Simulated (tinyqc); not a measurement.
Worked calculation: Pariser-Parr-Pople SCF with singles CI, for the molecule C=CC=C([CH2+])N (SMILES; centres numbered as the heavy atoms are written). One step of it, computed by the program tinyqc.

Question. Iteration 2: Fock matrix. F_rr = H_rr + P_rr gamma_rr / 2 + sum_(s != r) P_ss gamma_rs; F_rs = H_rs - P_rs gamma_rs / 2; E = tr P (H + F) / 2 + core repulsion sum_(r<s) z_r z_s gamma_rs.

P after iteration 1:
```
           1C         2C         3C         4C         5C         6N
1C   1.736168   0.380259  -0.269194  -0.125100  -0.052793   0.471760
2C   0.380259   1.103449   0.870230  -0.112701  -0.152061  -0.227103
3C  -0.269194   0.870230   1.038363   0.371641   0.088520  -0.151028
4C  -0.125100  -0.112701   0.371641   1.246034   0.611428   0.631787
5C  -0.052793  -0.152061   0.088520   0.611428   0.309655   0.340344
6N   0.471760  -0.227103  -0.151028   0.631787   0.340344   0.566331
```

core matrix H (eV):
```
            1C          2C          3C          4C          5C          6N
1C  -37.153177   -2.390000    0.000000    0.000000    0.000000    0.000000
2C   -2.390000  -44.827554   -2.390000    0.000000    0.000000    0.000000
3C    0.000000   -2.390000  -47.672760   -2.390000    0.000000    0.000000
4C    0.000000    0.000000   -2.390000  -51.736641   -2.390000   -2.240000
5C    0.000000    0.000000    0.000000   -2.390000  -41.417287    0.000000
6N    0.000000    0.000000    0.000000   -2.240000    0.000000  -52.965298
```

repulsion gamma_rs (eV):
```
           1C         2C         3C         4C         5C         6N
1C  11.130000   7.555066   5.239813   3.669945   2.868661   3.329846
2C   7.555066  11.130000   7.553419   5.238149   3.669426   4.825747
3C   5.239813   7.553419  11.130000   7.552365   5.238149   5.464507
4C   3.669945   5.238149   7.552365  11.130000   7.553419   8.281382
5C   2.868661   3.669426   5.238149   7.553419  11.130000   5.463816
6N   3.329846   4.825747   5.464507   8.281382   5.463816  16.800000
```

Centres (angstrom, eV; a flat drawing with bonds scaled to 1.40 angstrom):

| centre | x | y | core charge z | W | gamma_rr |
|---|---|---|---|---|---|
| 1C | -2.683000 | -0.205000 | 1 | 11.160000 | 11.130000 |
| 2C | -1.384000 | 0.316000 | 1 | 11.160000 | 11.130000 |
| 3C | -0.283000 | -0.549000 | 1 | 11.160000 | 11.130000 |
| 4C | 1.017000 | -0.028000 | 1 | 11.160000 | 11.130000 |
| 5C | 2.118000 | -0.893000 | 1 | 11.160000 | 11.130000 |
| 6N | 1.215000 | 1.358000 | 2 | 25.600000 | 16.800000 |

Give: F; pi energy.

Answer.

F (eV):
```
         1C       2C        3C        4C        5C        6N
1C  -6.3670  -3.8264    0.7053    0.2296    0.0757   -0.7854
2C  -3.8264  -7.3307   -5.6766    0.2952    0.2790    0.5480
3C   0.7053  -5.6766  -10.3350   -3.7934   -0.2318    0.4126
4C   0.2296   0.2952   -3.7934  -17.7797   -4.6992   -4.8560
5C   0.0757   0.2790   -0.2318   -4.6992  -12.7193   -0.9298
6N  -0.7854   0.5480    0.4126   -4.8560   -0.9298  -19.4171
```

pi energy = -79.6835 eV
